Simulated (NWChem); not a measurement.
A series in which one site is exchanged, each optimised at PBE0/def2-SVP with NWChem, gas phase unless a solvent is named. Some are not confirmed as minima by frequencies. def2 effective core potentials on Zr, Hf; no spin-orbit coupling.

A: [Cl][Zr]([Cl])([Cl])[Cl] (ZrCl₄; site = Zr)
B: ClC(Cl)(Cl)Cl (CCl₄; site = C)
C: [Cl][Ti]([Cl])([Cl])[Cl] (TiCl4; site = Ti)
D: [Cl][Hf]([Cl])([Cl])[Cl] (HfCl4; site = Hf)

| quantity | A | B | C | D |
|---|---|---|---|---|
| orbital gap (eV), PBE0/def2-SVP | 7.05 | 8.11 | 5.78 | ___ |
| vertical ionisation energy, ΔSCF, PBE0/def2-SVP (eV) | 11.62 | 11.15 | 11.55 | ___ |
| static polarisability, PBE0/def2-SVPD (bohr³) | 96.1 | 68.8 | 93.3 | ___ |
| lowest singlet excitation, PBE0/def2-SVPD, TDA (eV) | 5.50 | 6.06 | 4.22 | ___ |

Task: Complete the blanks.

Result: 
- orbital gap (eV), PBE0/def2-SVP, D: 7.51
- vertical ionisation energy, ΔSCF, PBE0/def2-SVP (eV), D: 11.65
- static polarisability, PBE0/def2-SVPD (bohr³), D: 93.9
- lowest singlet excitation, PBE0/def2-SVPD, TDA (eV), D: 5.95
